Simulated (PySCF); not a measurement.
State search for CO⁺

Unrestricted PBE0; PySCF, no relativity, basis sets C cc-pVTZ, O cc-pVTZ. Outer shells of the fragments: C+ 2s2 2p1; O 2s2 2p4.

Followed along the bond (rough minima from three points):

```
2Ms+1   unpaired  ⟨S²⟩ at the start  R at minimum (Å)  Te (eV)
    2        σ ↑               0.84              1.11     0.00
    4  σ ↑, π ↑↑               3.76              1.31     5.78
```

Solutions found at the starting distance of 1.410 Å, counted from the lowest of them; the search is not exhaustive and high or unbound solutions are not listed, so other states can lie among these:

```json
{"2Ms+1": "2", "unpaired": "σ ↑", "term": "²Σ⁺", "E (eV)": "0.00", "⟨S²⟩": "0.84", "⟨Lz²⟩": "0.00", "μ (D)": "-3.07"}
{"2Ms+1": "2", "unpaired": "π ↑", "term": "²Π", "E (eV)": "0.00", "⟨S²⟩": "0.76", "⟨Lz²⟩": "1.01", "μ (D)": "-1.48"}
{"2Ms+1": "4", "unpaired": "σ ↑, π ↑↑", "term": "mixed", "E (eV)": "2.84", "⟨S²⟩": "3.76", "⟨Lz²⟩": "2.01", "μ (D)": "-2.27"}
{"2Ms+1": "4", "unpaired": "σ ↑, π ↑↑", "term": "mixed", "E (eV)": "3.50", "⟨S²⟩": "3.76", "⟨Lz²⟩": "2.00", "μ (D)": "-2.45"}
{"2Ms+1": "2", "unpaired": "σ ↑, π ↑↓", "term": "mixed", "E (eV)": "3.87", "⟨S²⟩": "1.76", "⟨Lz²⟩": "2.01", "μ (D)": "-2.58"}
{"2Ms+1": "2", "unpaired": "σ ↓, π ↑↑", "term": "mixed", "E (eV)": "4.01", "⟨S²⟩": "1.77", "⟨Lz²⟩": "2.01", "μ (D)": "-1.86"}
```

A term symbol is given only where ⟨S²⟩ and ⟨Lz²⟩ are close to those of a pure state; real π, δ and φ orbitals otherwise mix terms. A positive dipole points towards O; it is taken about the centre of mass and depends on that origin.

Problem. Compare the gap between the two lowest followed solutions at the starting distance with the gap between their minima.

Solution. At PBE0 the second solution (quartet, unpaired electrons σ ↑, π ↑↑) lies +2.84 eV from the first (doublet, unpaired electrons σ ↑) at 1.410 Å and +5.78 eV at the minima; the two curves relax by different amounts, since their minima lie near 1.31 and 1.11 Å.

Counting both spins, an empty level lies below a filled one in some of these solutions, because spin and occupation are held.
